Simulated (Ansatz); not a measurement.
## quartet Si₂(+): levels of theory in one basis

| atom | x (Å) | y (Å) | z (Å) |
| --- | --- | --- | --- |
| Si | 0.0172 | 0.0156 | -1.0965 |
| Si | -0.0240 | -0.0438 | 1.1427 |

Basis set: def2-SVP (spherical functions). Left uncorrelated: 10 orbitals. Correlation on ROHF uses semicanonical orbitals with singles. Charge 1, multiplicity 4.

Computed with Ansatz (development build ahead of 0.2.0); each method stands on the lowest determinant of its kind that the runs found.

```
      method  E − E(ROHF) (eV)  <S²> of the determinant
        ROHF              0.00                        –
         UHF             -0.06                     3.76
    ROHF-MP2             -3.24                        –
     UHF-MP2             -3.20                     3.76
ROHF-CCSD(T)             -4.22                        –
 UHF-CCSD(T)             -4.22                     3.76
```

(1) Is a single determinant a sound starting point here?

Answers

(1) By this sign, yes. Unrestricted orbitals gain 0.06 eV and <S²> is 3.76 against 3.75 for a pure state.
